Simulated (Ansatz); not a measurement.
# BH₅NSi radical: basis-set convergence

The task here is to estimate one member of a computed series from the others.

Computed with Ansatz 0.2.0, Gaussian basis. Level: one geometry, several basis sets.

The runs, in order: PBE0-D4/def2-SVP; ωB97M-V/def2-SVP; PBE0-D4/def2-QZVPP; ωB97M-V/def2-QZVPP; the functionals' def2-TZVPP values are taken from earlier runs.

### Structure used throughout

All runs share one geometry, relaxed beforehand with PBE0-D4 in a triple-zeta def2 set.

SMILES `B[N][SiH3]`, 8 atoms, charge 0, spin multiplicity 2.

Atoms are counted from 1 here; the program's logs count them from 0.

Bond lengths: B1–N2 1.339 Å, B1–H4 1.208 Å, B1–H5 1.207 Å, N2–Si3 1.710 Å, Si3–H6 1.484 Å, Si3–H7 1.484 Å, Si3–H8 1.488 Å. Angles: N2–B1–H4 120.2°, N2–B1–H5 120.5°, H4–B1–H5 119.4°, B1–N2–Si3 177.7°, N2–Si3–H6 110.6°, N2–Si3–H7 110.5°, N2–Si3–H8 106.7°, H6–Si3–H7 109.6°, H6–Si3–H8 109.7°, H7–Si3–H8 109.7°.

Geometry (Å):

| atom | x (Å) | y (Å) | z (Å) |
| --- | --- | --- | --- |
| B1 | -0.50829 | 0.66106 | -1.50763 |
| N2 | -0.09018 | 0.17765 | -0.33100 |
| Si3 | 0.41888 | -0.50227 | 1.15349 |
| H4 | -1.06522 | -0.06305 | -2.29754 |
| H5 | -0.33305 | 1.82192 | -1.78934 |
| H6 | -0.25598 | 0.16796 | 2.29312 |
| H7 | 1.89063 | -0.38136 | 1.30398 |
| H8 | 0.03540 | -1.93911 | 1.11923 |

Set-up of the first run:

File in.yaml:

```yaml
crystal:
  periodic: [false, false, false]
  atoms:
    - {symbol: B, position_ang: [-0.508287, 0.661061, -1.507632]}
    - {symbol: N, position_ang: [-0.090181, 0.177653, -0.331000]}
    - {symbol: Si, position_ang: [0.418880, -0.502271, 1.153492]}
    - {symbol: H, position_ang: [-1.065215, -0.063051, -2.297545]}
    - {symbol: H, position_ang: [-0.333053, 1.821922, -1.789345]}
    - {symbol: H, position_ang: [-0.255979, 0.167958, 2.293118]}
    - {symbol: H, position_ang: [1.890633, -0.381358, 1.303978]}
    - {symbol: H, position_ang: [0.035401, -1.939113, 1.119235]}
basis:
  gaussian: {orbitals: def2-SVP}
magnetization: {spin_polarized: true, initial_magnetization: 1}
hamiltonian: {xc: pbe0, dispersion: d4}
output: {orbitals: {seedname: orbitals}}
```

Steps of the session up to this table: PBE0-D4 in def2-SVP; ωB97M-V in def2-SVP; PBE0-D4 in def2-QZVPP; ωB97M-V in def2-QZVPP.

One table of the session follows, with a row left open; its other results are not shown here.

It belongs to the step «Density functionals: the series». 

```
functional       basis  HOMO (eV)  LUMO (eV)
   PBE0-D4    def2-SVP      -7.69      -3.51
   PBE0-D4  def2-TZVPP      -7.77      -3.58
   PBE0-D4  def2-QZVPP          ?          ?
   ωB97M-V    def2-SVP      -9.77      -1.48
   ωB97M-V  def2-TZVPP      -9.89      -1.60
   ωB97M-V  def2-QZVPP      -9.90      -1.62
```

**Question.** Estimate the row for PBE0-D4, def2-QZVPP.

**Answer.** HOMO (eV): -7.78; LUMO (eV): -3.59. In the column «HOMO (eV)» it lies between ωB97M-V, def2-SVP (-9.77) and PBE0-D4, def2-TZVPP (-7.77).
